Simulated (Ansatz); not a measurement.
Process, species as SMILES: P (PH3) → PH3+ (doublet, bonded as P) + e-
B3LYP-D3(BJ)/def2-TZVP geometries, fixed; electronic energies without zero-point terms.

Basis-set convergence of the adiabatic ionisation energy at PBE0 with Ansatz (a program for electronic structure). Cartesian d functions, on some or all atoms, in 6-31G*, 6-31+G*, 6-311G**, 6-311+G**; all else is spherical. The program fits the integrals of some runs and decomposes those of others, by size. Open shells are unrestricted. No added dispersion term, no relativity. Functions are those of the species that has most. Reference: the value in pcseg-4, 9.720 eV. Deviations are taken from unrounded values.

| basis | functions | adiabatic ionisation energy (eV) |
|---|---|---|
| 6-31G* | 25 | 9.702 |
| 6-31+G* | 29 | 9.722 |
| def2-SVP | 33 | 9.687 |
| def2-SVPD | 48 | 9.698 |
| pcseg-1 | 33 | 9.702 |
| aug-pcseg-1 | 54 | 9.723 |
| cc-pV(D+d)Z | 38 | 9.701 |
| aug-cc-pV(D+d)Z | 59 | 9.733 |
| 6-311G** | 45 | 9.702 |
| 6-311+G** | 49 | 9.695 |
| def2-TZVP | 55 | 9.718 |
| def2-TZVPD | 70 | 9.722 |
| pcseg-2 | 76 | 9.716 |
| aug-pcseg-2 | 119 | 9.725 |
| cc-pV(T+d)Z | 81 | 9.721 |
| aug-cc-pV(T+d)Z | 124 | 9.726 |
| def2-TZVPP | 84 | 9.719 |
| def2-TZVPPD | 99 | 9.722 |
| cc-pV(Q+d)Z | 154 | 9.719 |
| aug-cc-pV(Q+d)Z | 227 | 9.721 |
| def2-QZVPP | 160 | 9.720 |
| def2-QZVPPD | 175 | 9.721 |
| pcseg-3 | 163 | 9.720 |
| aug-pcseg-3 | 236 | 9.721 |

What the diffuse functions change, pair by pair:
- 6-31G* to 6-31+G*: 4 more functions, deviation -0.019 to 0.002 eV
- def2-SVP to def2-SVPD: 15 more functions, deviation -0.033 to -0.022 eV
- pcseg-1 to aug-pcseg-1: 21 more functions, deviation -0.019 to 0.003 eV
- cc-pV(D+d)Z to aug-cc-pV(D+d)Z: 21 more functions, deviation -0.019 to 0.012 eV
- 6-311G** to 6-311+G**: 4 more functions, deviation -0.019 to -0.025 eV
- def2-TZVP to def2-TZVPD: 15 more functions, deviation -0.002 to 0.001 eV
- pcseg-2 to aug-pcseg-2: 43 more functions, deviation -0.004 to 0.004 eV
- cc-pV(T+d)Z to aug-cc-pV(T+d)Z: 43 more functions, deviation 0.001 to 0.006 eV
- def2-TZVPP to def2-TZVPPD: 15 more functions, deviation -0.001 to 0.001 eV
- cc-pV(Q+d)Z to aug-cc-pV(Q+d)Z: 73 more functions, deviation -0.001 to 0.000 eV
- def2-QZVPP to def2-QZVPPD: 15 more functions, deviation 0.000 to 0.001 eV
- pcseg-3 to aug-pcseg-3: 73 more functions, deviation 0.000 to 0.000 eV

They bring the value nearer the reference by more than 0.001 eV in 4 of 12 pairs.
